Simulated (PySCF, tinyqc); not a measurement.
RKS/B3LYP (VWN-RPA form) in the sto-6g basis, for CH+, spin multiplicity 1, step by step (part 2 of 2). The lowest restricted solution is unstable here: a spin-polarised one lies 0.0049 hartree lower (PySCF). Computed by tinyqc, a small Python program that keeps every step (integrals from PySCF). Command: `OMP_NUM_THREADS=1 python tinyqc.py 26228 26229 out.jsonl` (the two numbers bound the seeds that draw the settings). One thread of a shared host (Intel(R) Xeon(R) Processor @ 2.60GHz), about 0.8 s of CPU time with the checks.

Geometry (angstrom):
```
atom         x         y         z
C     0.000000  0.000000  0.000000
H     0.000000  0.000000  1.966000
```

## Iteration 30 (converged): orbitals

converged F (hartree):
```
             1C 1s      1C 2s     1C 2px     1C 2py     1C 2pz      2H 1s
1C 1s   -10.716299  -2.770240   0.000000   0.000000  -0.005680  -0.098823
1C 2s    -2.770240  -1.569366   0.000000   0.000000  -0.028667  -0.187144
1C 2px    0.000000   0.000000  -0.472488   0.000000   0.000000   0.000000
1C 2py    0.000000   0.000000   0.000000  -0.472488   0.000000   0.000000
1C 2pz   -0.005680  -0.028667   0.000000   0.000000  -0.539657  -0.190315
2H 1s    -0.098823  -0.187144   0.000000   0.000000  -0.190315  -0.493446
```

X:
```
            1C 1s      1C 2s    1C 2px    1C 2py     1C 2pz      2H 1s
1C 1s    1.023375  -0.127491  0.000000  0.000000  -0.001328   0.009149
1C 2s   -0.127491   1.031209  0.000000  0.000000   0.009214  -0.073661
1C 2px   0.000000   0.000000  1.000000  0.000000   0.000000   0.000000
1C 2py   0.000000   0.000000  0.000000  1.000000   0.000000   0.000000
1C 2pz  -0.001328   0.009214  0.000000  0.000000   1.010591  -0.085089
2H 1s    0.009149  -0.073661  0.000000  0.000000  -0.085089   1.018287
```

Diagonalise F' = X^T F X, C = X C', fill 3 alpha and 3 beta electrons from the bottom; D = 2 C_occ C_occ^T. Each column has its largest component positive (the first on a tie).

F' = X^T F X (hartree):
```
            1          2          3          4          5          6
1  -10.527227  -1.359641   0.000000   0.000000  -0.006480   0.014352
2   -1.359641  -1.091049   0.000000   0.000000  -0.017160  -0.068145
3    0.000000   0.000000  -0.472488   0.000000   0.000000   0.000000
4    0.000000   0.000000   0.000000  -0.472488   0.000000   0.000000
5   -0.006480  -0.017160   0.000000   0.000000  -0.522322  -0.107989
6    0.014352  -0.068145   0.000000   0.000000  -0.107989  -0.462381
```

orbital energies (hartree): MO1 -10.719238, MO2 -0.912710, MO3 -0.594834, MO4 -0.472488, MO5 -0.472488, MO6 -0.376197

coefficients C:
```
              MO1        MO2        MO3        MO4       MO5        MO6
1C 1s    0.995490  -0.262768   0.050013   0.000000  0.000000   0.032992
1C 2s    0.017992   1.007331  -0.213061   0.000000  0.000000  -0.157241
1C 2px   0.000000   0.000000   0.000000   0.972728  0.231949   0.000000
1C 2py   0.000000   0.000000   0.000000  -0.231949  0.972728   0.000000
1C 2pz   0.000881   0.083529   0.764471   0.000000  0.000000  -0.661232
2H 1s   -0.001770   0.095351   0.521276   0.000000  0.000000   0.876832
```

D after iteration 30:
```
            1C 1s      1C 2s    1C 2px    1C 2py     1C 2pz      2H 1s
1C 1s    2.125096  -0.514880  0.000000  0.000000   0.034324  -0.001493
1C 2s   -0.514880   2.120867  0.000000  0.000000  -0.157443  -0.030091
1C 2px   0.000000   0.000000  0.000000  0.000000   0.000000   0.000000
1C 2py   0.000000   0.000000  0.000000  0.000000   0.000000   0.000000
1C 2pz   0.034324  -0.157443  0.000000  0.000000   1.182786   0.812926
2H 1s   -0.001493  -0.030091  0.000000  0.000000   0.812926   0.561647
```

Within a degenerate level the vectors are fixed only up to a rotation; this is one choice.

## Convergence

Stop when the energy changes by less than 1e-08 hartree and every element of the error matrix X^T (F D S - S D F) X is below 3e-05.

Course of the cycle:
```
iteration   E (hartree)     change  largest element of the error matrix
1          -12.01981435          -                             5.55e-02
2          -31.05185750  -1.90e+01                             1.36e-01
3          -35.72400717  -4.67e+00                             2.09e-01
4          -36.94627329  -1.22e+00                             3.50e-01
5          -37.33432416  -3.88e-01                             3.80e-01
6          -37.43596064  -1.02e-01                             4.10e-01
7          -37.46854454  -3.26e-02                             4.16e-01
8          -37.51279207  -4.42e-02                             9.87e-02
9          -37.24914908   2.64e-01                             1.56e-01
10         -37.14473645   1.04e-01                             1.93e-01
11         -37.10786796   3.69e-02                             2.08e-01
12         -37.72769188  -6.20e-01                             6.90e-02
13         -37.67356242   5.41e-02                             1.00e-01
14         -37.76938287  -9.58e-02                             2.30e-01
...                 ...        ...                                  ...
17         -37.88186441  -4.12e-02                             1.04e-01
18         -37.90093773  -1.91e-02                             7.45e-02
19         -37.90796814  -7.03e-03                             4.19e-02
20         -37.91037641  -2.41e-03                             1.26e-02
21         -37.91093828  -5.62e-04                             3.87e-03
22         -37.91109291  -1.55e-04                             7.16e-04
23         -37.91113750  -4.46e-05                             2.38e-04
24         -37.91115084  -1.33e-05                             7.20e-05
25         -37.91115484  -4.00e-06                             2.16e-05
26         -37.91115604  -1.20e-06                             6.49e-06
27         -37.91115640  -3.60e-07                             1.95e-06
28         -37.91115651  -1.08e-07                             5.86e-07
29         -37.91115654  -3.24e-08                             1.76e-07
30         -37.91115655  -9.71e-09                             5.27e-08
```

PySCF RKS in the same basis, fine grid = -37.91115140 hartree

Converged in 30 iterations. The coarse grid moves the energy by -5.15e-06 hartree.

## Populations, bond orders and dipole

overlap S:
```
           1C 1s     1C 2s    1C 2px    1C 2py    1C 2pz     2H 1s
1C 1s   1.000000  0.243228  0.000000  0.000000  0.000000  0.008586
1C 2s   0.243228  1.000000  0.000000  0.000000  0.000000  0.139154
1C 2px  0.000000  0.000000  1.000000  0.000000  0.000000  0.000000
1C 2py  0.000000  0.000000  0.000000  1.000000  0.000000  0.000000
1C 2pz  0.000000  0.000000  0.000000  0.000000  1.000000  0.165126
2H 1s   0.008586  0.139154  0.000000  0.000000  0.165126  1.000000
```

Mulliken: Z minus the diagonal of D S on the atom; Loewdin: the same with S^(1/2) D S^(1/2); Mayer order: 2 sum_s sum (D(s) S)_ij (D(s) S)_ji over the two atoms.

Charges (e):
```
atom  Mulliken   Loewdin
1C    0.691682  0.701827
2H    0.308318  0.298173
```

Mayer bond orders:
```
pair     order
2-1   0.904940
```

dipole moment about the origin, x y z (debye): 0.000000  0.000000  3.213532
